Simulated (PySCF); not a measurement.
# Scalar relativity in Al (aluminium, neutral)

[Ne] 3s2 3p1, 2P determinant; PBE calculated with PySCF 2.14 in dyall-av3z (19s12p3d2f, 84 functions), once non-relativistic with a point nucleus and once with spin-free X2C-1e and a Gaussian nucleus.

```
shell  ε non-rel. (eV)  rms r non-rel. (bohr, spins averaged)
 1s α          -1507.6                                 0.1398
 1s β          -1507.5                                 0.1398
 2s α          -107.64                                 0.6875
 2s β          -107.59                                 0.6875
 2p α          -69.613                                 0.6810
 2p β          -69.545                                 0.6810
 3s α           -7.884                                  2.750
 3s β           -7.289                                  2.750
 3p α           -3.093                                  3.723
```

Q: How does scalar relativity move these shells?

A: 1s α: ε -1510.5 eV, radius -0.33 %; 1s β: ε -1510.5 eV, radius -0.33 %; 2s α: ε -108.06 eV, radius -0.28 %; 2s β: ε -108.01 eV, radius -0.28 %; 2p α: ε -69.555 eV, radius -0.05 %; 2p β: ε -69.487 eV, radius -0.05 %; 3s α: ε -7.905 eV, radius -0.19 %; 3s β: ε -7.310 eV, radius -0.19 %; 3p α: ε -3.085 eV, radius 0.08 %.

The total energy goes from -242.2359 to -242.6786 hartree.

Ionisation energy, Al [Ne] 3s2 3p1 (2P) → Al+ [Ne] 3s2 (1S) (eV):

```csv
method,non-relativistic,spin-free X2C,shift
UHF,5.607,5.598,-0.009
LDA,6.035,6.025,-0.010
PBE,6.077,6.067,-0.010
PBE0,6.097,6.087,-0.010
r2SCAN,6.174,6.165,-0.010
MP2 (valence),5.834,5.825,-0.009
SCS-MP2 (valence),5.818,5.809,-0.009
CCSD (valence),5.922,5.914,-0.009
CCSD(T) (valence),5.956,5.947,-0.009
```

Relativity contracts and stabilises s shells directly. The contracted s shells screen the nucleus better, so for spin-averaged p shells the direct and indirect effects partly cancel.
